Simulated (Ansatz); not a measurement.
Relaxed structures of CH4BS, doublet (PBE0-D4/def2-TZVP; forces vanish, vibrations not checked; lower isomers may exist, and structures with a doubtful reference or unclear bonds are left out; Å). Ansatz 0.2.0; basis: def2-TZVPP; cores frozen in the correlated methods; orbitals are unrestricted.

(1) Rank them by CCSD(T) energy, lowest first, and give each one's height above the lowest. Links in brackets join atoms within 1.22 times the sum of their covalent radii (1.1 for two metals). (An estimate is asked for; the value comes from the calculation.)
A.
CH₄BS ([CH2][BH][SH])
```
7
angstrom
C -0.5395 0.0318 0.1923
B 0.8196 -0.6107 0.0007
S 1.8949 -1.0396 1.3620
H -1.1840 0.2877 -0.6436
H 1.1177 -0.6244 2.3788
H -0.9527 0.2754 1.1678
H 1.2654 -0.8747 -1.0757
```
B.
a complex of CH₂BS ([CH2][B][S]) + H₂
```
7
angstrom
C -0.5542 0.6935 -0.1201
B 0.5219 0.2311 0.7711
S 1.7073 -0.2836 1.7463
H -0.7642 0.2039 -1.0649
H -1.1850 1.5409 0.1257
H 1.2602 -2.0707 -1.1617
H 0.9557 -2.2563 -1.8182
```
C.
CH₄BS ([CH3][BH][S])
```
7
angstrom
C -0.6306 0.3695 -0.0939
B 0.7191 -0.4188 0.0295
S 1.4712 -0.9058 1.5175
H -1.3305 -0.2150 -0.7006
H -0.4522 1.2964 -0.6493
H -1.1072 0.6143 0.8552
H 1.3302 -0.7406 -0.9583
```

No T1 diagnostic of these runs exceeds 0.022. ⟨S²⟩ of the unrestricted Hartree–Fock references: 0.76 to 0.80 (a pure state has 0.75).

## Answers

(1) Computed: C (0.000 eV), A (0.540 eV), B (1.197 eV). Heights count from the lowest.

For scale, one of the runs: CCSD(T)/def2-TZVPP, 160 basis functions, launched by `ansatz run in.yaml --threads 2 --pin off --events-out ev --progress --plain --max-ram 4352MiB`. Time: 62 s of wall clock on 2 CPU threads of an Arm Neoverse V2; the host was shared. Peak host memory: 2.7 GiB.
